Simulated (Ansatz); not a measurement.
## Exact exchange and the vertical ionisation energy of C3H5N (isocyanoethane)

C3H5N: 9 atoms, total charge 0, spin state singlet. As SMILES, `[C-]#[N+]CC`. The coordinates come from a PBE0-D4/def2-TZVP relaxation.

The vertical ionisation energy (to the doublet cation) y, in eV, basis cc-pVDZ; a is the functional's share of exact exchange. Programs: Ansatz 0.2.0.

| functional | program | a | y (eV) |
| --- | --- | --- | --- |
| BLYP | Ansatz | 0 | 10.64 |
| revPBE | Ansatz | 0 | 10.69 |
| B3LYP | Ansatz | 0.2 | ? |
| r2SCAN0 | Ansatz | 0.25 | 10.92 |
| PBE0 | Ansatz | 0.25 | 10.95 |
| BHLYP | Ansatz | 0.5 | 11.07 |

Problem. Fit y = c + s·a to the known rows and predict B3LYP.

Solution. 
1. Means of the 5 rows: a = 0.2000, y = 10.854.
2. Σ(Δa)² = 0.175, Σ(Δa·Δy) = 0.1485, so the slope is 0.1485/0.175 = 0.84857.
3. Intercept: 10.854 − (0.84857) × 0.2000 = 10.684. The largest residual of the fit is 0.054.
4. B3LYP: 10.684 + (0.84857) × 0.2 = 10.85 eV.

The run gave 11.07 eV, so the prediction is off by -0.22 eV, more than the scatter of the fit. The rows mix families of semi-local functionals, which the line can't see.
